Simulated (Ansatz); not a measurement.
# One shape, several levels: singlet [NH2]+

We compute a comparison of 6 runs (HF/def2-TZVPPD, B3LYP/6-31G*, B2PLYP/def2-TZVPPD, BLYP/def2-TZVPPD, wB97X/def2-TZVPPD, RPA@PBE/def2-TZVPPD) of singlet [NH2]+. 

The calculation is run with Ansatz 0.2.0.

34 further runs of the same task are left out: 34 set aside as unsound or not needed.

## 1. The system as given

The species is [NH2]+ (3 atoms), meant as a singlet with charge +1. SMILES of the parent species: `[NH2]`. Geometry: relaxed at PBE0-D4/def2-TZVP. That shape belongs to the parent species and isn't relaxed for this state.

Bond lengths: N1–H2 1.027 Å, N1–H3 1.027 Å. Angles: H2–N1–H3 103.1°.

## 2. A single-point energy at HF/def2-TZVPPD (run 1)

File molecule.yaml:

```yaml
crystal:
  periodic: [false, false, false]
  atoms:
    - {symbol: N, position_ang: [0.337090, -0.200010, 0.166180]}
    - {symbol: H, position_ang: [0.130750, 0.805920, 0.159430]}
    - {symbol: H, position_ang: [-0.467840, -0.605900, -0.325600]}
basis:
  gaussian: {orbitals: def2-TZVPPD.json}
total_charge: 1
hamiltonian: {xc: hf}
accuracy: high
output: {orbitals: {seedname: orbitals}}
```

The basis set def2-TZVPPD is read from a file made from the Basis Set Exchange's data (not shown).

Run with:

```sh
$ ansatz run molecule.yaml --threads 1 --pin off --max-ram 3480MiB --events-out events.jsonl --progress --plain --runs-dir runs
```

Output:

```text
Warning: RAYON_NUM_THREADS=1 ignored (pool sized by the plan → 1); use --threads N
Functional definition: HF
  name "HF"
  exchange = exact_x
  correlation = 0
1087 factors; integrals over basis functions are off by at most 3.7e-9 eV
mean field evaluation 1: about -1500.1339 eV, gradient 2.0e1 eV
mean field evaluation 2: about -1500.1337 eV, gradient 2.0e1 eV
mean field evaluation 4: about -1500.8692 eV, gradient 8.4e-1 eV
mean field evaluation 8: about -1500.8718 eV, gradient 1.0e-4 eV
mean field -1500.87179650 eV, -55.1560211938 hartree, gradient 5.3e-8 eV, S^2 0.000000; 0 other end points of the search recorded, 0 dependent functions left out
reference -1500.87179650 eV, -55.1560211938 hartree; 4, 4 occupied and 67, 67 virtual orbitals, 1087 factors
Total energy: -1500.87179650 eV, -55.1560211938 hartree
```

It took 0.52 s on 1 thread of Intel Xeon Platinum 8375C at 2.90GHz (Ice Lake), shared host; peak memory 0.12 GiB.

## 3. A single-point energy at B3LYP/6-31G(d) (Cartesian functions) (run 2)

File run.yaml:

```yaml
basis:
  gaussian:
    orbitals: "6-31G*"
crystal:
  periodic: [false, false, false]
  atoms:
    - {symbol: "N", position_ang: [0.337090, -0.200010, 0.166180]}
    - {symbol: H, position_ang: [0.130750, 0.805920, 0.159430]}
    - {symbol: H, position_ang: [-0.467840, -0.605900, -0.325600]}
total_charge: 1
hamiltonian:
  xc: {name: B3LYP}
accuracy: high
output: {orbitals: {seedname: orbitals}}
```

Run with:

```sh
$ ansatz run run.yaml --threads 1 --pin off --max-ram 3480MiB --events-out events.jsonl --progress --plain --runs-dir runs
```

Output:

```text
Warning: RAYON_NUM_THREADS=1 ignored (pool sized by the plan → 1); use --threads N
Functional definition: B3LYP
  name "B3LYP"
  parameter a0 = 0.2
  parameter ax = 0.72
  parameter ac = 0.81
  exchange = (1 - a0 - ax)*slater_x + ax*b88_x + a0*exact_x
  correlation = (1 - ac)*vwn_rpa_c + ac*lyp_c
336 factors; integrals over basis functions are off by at most 2.5e-9 eV
mean field evaluation 1: about -1504.4312 eV, gradient 3.9e1 eV
mean field evaluation 2: about -1504.9919 eV, gradient 3.6e1 eV
mean field evaluation 4: about -1507.7404 eV, gradient 4.8e-2 eV
mean field evaluation 8: about -1507.7384 eV, gradient 2.3e-5 eV
mean field -1507.73838200 eV, -55.4083635567 hartree, gradient 1.1e-8 eV, S^2 0.000000; 0 other end points of the search recorded, 0 dependent functions left out
reference -1507.73839936 eV, -55.4083641947 hartree; 4, 4 occupied and 15, 15 virtual orbitals, 336 factors
Total energy: -1507.73839936 eV, -55.4083641947 hartree
```

Run time: 0.38 s. Hardware: 1 thread of Intel Xeon Platinum 8375C at 2.90GHz (Ice Lake), shared host.

Runs 3 to 5 aren't shown in full; the table further down has their settings and results.

## 4. The energy at RPA@PBE/def2-TZVPPD (run 6)

File job.yaml:

```yaml
crystal:
  periodic: [false, false, false]
  atoms:
    - symbol: N
      position_ang: [0.337090, -0.200010, 0.166180]
    - symbol: H
      position_ang: [0.130750, 0.805920, 0.159430]
    - symbol: H
      position_ang: [-0.467840, -0.605900, -0.325600]
basis:
  gaussian:
    orbitals: def2-TZVPPD.json
accuracy: high
hamiltonian:
  xc: {name: PBE}
total_charge: 1
correlation:
  method: rpa
  frozen_orbitals: {H: 0, "N": 1}
```

The basis set def2-TZVPPD is read from a file made from the Basis Set Exchange's data (not shown).

Run with:

```sh
$ ansatz run job.yaml --threads 1 --pin off --max-ram 3480MiB --events-out events.jsonl --progress --plain --runs-dir runs
```

Output, shortened:

```text
Warning: RAYON_NUM_THREADS=1 ignored (pool sized by the plan → 1); use --threads N
Functional definition: PBE
  name "PBE"
[...]
1087 factors; integrals over basis functions are off by at most 3.7e-9 eV
[...]
mean field -1506.36637594 eV, -55.3579432640 hartree, gradient 1.1e-8 eV, S^2 0.000000; 0 other end points of the search recorded, 0 dependent functions left out; unrestricted orbitals would lower it
1 core orbitals not correlated: weight in the atoms' cores, before any rotation towards them, 1.000 or more for the frozen orbitals, at most 0.000 for the correlated occupied ones
reference -1500.66456699 eV, -55.1484056498 hartree; 3, 3 occupied and 67, 67 virtual orbitals, 1087 factors
Total energy: -1508.93282281 eV, -55.4522584467 hartree
```

Run time: 1.9 s. Hardware: 1 thread of Intel Xeon Platinum 8375C at 2.90GHz (Ice Lake), shared host; peak memory 0.21 GiB.

## 5. Overview of the runs

```
run                               level  Cartesian functions  frozen core orbitals  energy (Eh)  HOMO energy (eV)  LUMO energy (eV)  HOMO–LUMO gap (eV)  wall time
  1                      HF/def2-TZVPPD                   no                     –   -55.156021            -25.55             -9.98               15.57     0.52 s
  2  B3LYP/6-31G* (Cartesian functions)                  yes                     –   -55.408364            -20.52            -16.73                3.79     0.38 s
  3                  B2PLYP/def2-TZVPPD                   no                     1   -55.393467            -22.65            -13.89                8.76      1.5 s
  4                    BLYP/def2-TZVPPD                   no                     –   -55.419745            -18.97            -18.12                0.85      1.2 s
  5                   wB97X/def2-TZVPPD                   no                     –   -55.421132            -23.48            -13.45               10.03      3.3 s
  6                 RPA@PBE/def2-TZVPPD                   no                     1   -55.452258                 –                 –                   –      1.9 s
```

## 6. Summary of results

```
                               quantity         value
                    run 6: total energy  -55.45226 Eh
run 6: RPA correlation energy (valence)    -303.9 mEh
```

What this shows: Over runs 1, 2, 3, 4, 5 the HOMO–LUMO gap runs from 0.85 eV (BLYP/def2-TZVPPD) to 15.57 eV (HF/def2-TZVPPD). Exact exchange widens orbital gaps. Totals of different functionals can't be ranked against each other. In runs 3, 6 the log says that unrestricted orbitals would lower the reference, so the values rest on an unstable closed-shell determinant (other closed-shell runs at this shape may share the fault). All runs together took 8.8 s, the longest 3.3 s.
